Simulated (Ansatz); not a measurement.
## Structure optimisation: germanium, diamond

Theory: Ansatz 0.2.0, DFT, revPBE, plane waves (420 eV) with PAW, scalar-relativistic. (PAW data from PBE, frozen cores regenerated.)

k-point mesh 5×5×5, Fermi-Dirac smearing 0.05 eV, no spin polarisation. Cell and atoms relax.

Starting structure:

```yaml
crystal:
  lattice:
    - [0.00000, 2.82868, 2.82868]
    - [2.82868, 0.00000, 2.82868]
    - [2.82868, 2.82868, 0.00000]
  atoms:
    - { symbol: Ge, position: [0.50000, 0.50000, 0.50000] }
    - { symbol: Ge, position: [0.75000, 0.75000, 0.75000] }
```

Question: What cell does the relaxation end in?

Answer: Fd-3m with a = 5.811 Å; 24.53 Å³ per atom against 22.63 at the start (8.4 %).

Question: How much energy does the relaxation gain?

Answer: 28.7 meV per atom.

Path of the relaxation (the plane waves are chosen anew near the end, which can shift the energy a little):

```
step  E − E(final) (meV/atom)  V (Å³/atom)  P (GPa)  max force (eV/Å)
   0                    28.72       22.633     5.05             0.000
   1                     2.23       24.010     1.22             0.000
   2                     0.37       24.485     0.10             0.000
   3                     0.36       24.529     0.00             0.000
   4                     0.00       24.529     0.02             0.000
```
